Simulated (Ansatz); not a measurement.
Input file for C2H4FNO, SMILES `N=COCF`:

```yaml
crystal:
  periodic: [false, false, false]
  atoms:
    - {symbol: N, position_ang: [0.181146, 0.893629, -1.516241]}
    - {symbol: C, position_ang: [0.981695, 0.250981, -0.789632]}
    - {symbol: O, position_ang: [0.769957, -0.414205, 0.364291]}
    - {symbol: C, position_ang: [-0.531917, -0.417064, 0.870987]}
    - {symbol: F, position_ang: [-0.491998, -1.136458, 2.012366]}
    - {symbol: H, position_ang: [-0.776107, 0.910733, -1.174148]}
    - {symbol: H, position_ang: [2.032066, 0.167154, -1.060118]}
    - {symbol: H, position_ang: [-1.219006, -0.904234, 0.168966]}
    - {symbol: H, position_ang: [-0.857436, 0.603163, 1.106431]}
basis:
  gaussian: {orbitals: def2-TZVPP}
correlation: {method: ccsd_t}
output: {orbitals: {seedname: orbitals}}
```

```sh
$ ansatz run in.yaml --threads 2 --pin off --events-out ev --progress --plain --max-ram 4352MiB
```

Log, shortened:

```
Functional definition: HF
1313 factors; integrals over basis functions are off by at most 1.0e-3 eV
mean field evaluation 1: about -8347.7796 eV, gradient 4.1e1 eV
mean field evaluation 2: about -8348.0568 eV, gradient 4.2e1 eV
mean field evaluation 4: about -8351.6019 eV, gradient 4.1e0 eV
mean field evaluation 8: about -8351.6701 eV, gradient 4.5e-1 eV
mean field evaluation 16: about -8351.6719 eV, gradient 2.4e-6 eV
mean field -8351.67186126 eV, -306.9182799349 hartree, gradient 2.4e-6 eV, S^2 0.000000; 0 other end points of the search recorded, 0 dependent functions left out
5 core orbitals not correlated: weight in the atoms' cores, before any rotation towards them, 1.000 or more for the frozen orbitals, at most 0.000 for the correlated occupied ones
reference -8351.67186126 eV, -306.9182799349 hartree; 15, 15 occupied and 191, 191 virtual orbitals, 1313 factors
second order -27.45601454 eV of doubles, -0.00000000 eV of singles
cycle   1  -27.21778757 eV  change    2.4e-1 eV  update   1.1e-1
cycle   2  -27.86344386 eV  change   -6.5e-1 eV  update   3.4e-2
cycle   3  -28.01774883 eV  change   -1.5e-1 eV  update   1.7e-2
cycle   4  -27.99980148 eV  change    1.8e-2 eV  update   4.1e-3
cycle   5  -27.99798294 eV  change    1.8e-3 eV  update   1.9e-3
cycle   6  -27.99946834 eV  change   -1.5e-3 eV  update   5.4e-4
cycle   7  -27.99913578 eV  change    3.3e-4 eV  update   2.1e-4
cycle   8  -27.99899231 eV  change    1.4e-4 eV  update   7.3e-5
cycle   9  -27.99900726 eV  change   -1.5e-5 eV  update   3.3e-5
perturbative correction -1.10464870 eV, -0.0405950908 hartree
Total energy: -8380.77551722 eV, -307.9878195640 hartree
```

It took 2.4 min on 2 threads of an Arm Neoverse V1 on a shared host, with 3.3 GiB of host memory at the peak.

The correlation energy is -29.104 eV, 3.8 % of it from (T); the T1 diagnostic reads 0.0134.
